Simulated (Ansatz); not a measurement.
Si (Cmcm, No. 63, 12 atoms in the cell; start mp-1095269; another form than the element's usual one) was calculated with PBE0 in Ansatz (PAW).

Settings: plane-wave cutoff 500 eV, 6×6×2 k mesh (along the axes of the cell as run), gaussian smearing 0.02 eV, scalar-relativistic PAW data made under PBE.

Cell (relaxed with r²SCAN):

```xyz
12
Lattice="1.9152 -5.3593 0.0000 1.9152 5.3593 0.0000 0.0000 0.0000 12.6855" Properties=species:S:1:pos:R:3 pbc="T T T"
Si     1.9152    -2.7582    11.9886
Si     1.9152     2.7582     0.6970
Si     1.9152     2.7582     5.6458
Si     1.9152    -2.7582     7.0397
Si     1.9152     0.7648     1.9952
Si     1.9152    -0.7648    10.6903
Si     1.9152    -0.7648     8.3380
Si     1.9152     0.7648     4.3476
Si     1.9152    -5.0519    11.5364
Si     1.9152     5.0519     1.1491
Si     1.9152     5.0519     5.1936
Si     1.9152    -5.0519     7.4919
```

Question: Estimate the band gap that the calculation returns.

Answer: 
band gap: 1.72 eV (on the SCF k mesh)

Note: cell and atoms aren't relaxed at this level (largest force component 0.05 eV/Å, pressure -0.5 GPa).

Computed values are for the static lattice.

Computing time: around 9 core-minutes (rough).

A start named mp-… is a Materials Project structure, which need not be a measured phase.

Ansatz is a program for electronic structure.
